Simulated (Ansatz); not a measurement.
For wurtzite ZnS (high-temperature phase), r²SCAN in Ansatz (plane waves, PAW) gives:

- lattice parameter a = 3.806 Å
- lattice parameter c = 6.245 Å
- cohesive energy = 3.19 eV/atom

Question: What does PBE0 (Ansatz, an electronic-structure program, plane waves, PAW) give for the same quantities?

Answer: 
- lattice constant a: 3.829 Å (grows by 0.6 %)
- lattice parameter c: 6.273 Å (increases by 0.4 %)
- cohesive energy: 2.98 eV/atom (drops by 0.21 eV/atom)

For comparison: lattice constant a 3.823 Å (measured, temperature not stated, no zero-point or thermal correction, sources range from 3.811 to 3.823; as tabulated in Kisi, Elcombe, Acta Cryst. C 45, 1867 (1989), by the Crystallography Open …); lattice parameter c 6.261 Å (measured, temperature not stated, no zero-point or thermal correction, sources range from 6.234 to 6.261; as tabulated in Kisi, Elcombe, Acta Cryst. C 45, 1867 (1989), by the Crystallography Open …).

Changes are worked out from the printed values.

Unless a cell is named, each level is at its own relaxed cell (r²SCAN 19.59, PBE0 19.92 Å³/atom).

Ansatz's density-functional and Hartree–Fock values are scalar-relativistic unless marked +SOC, with PAW data made under PBE.
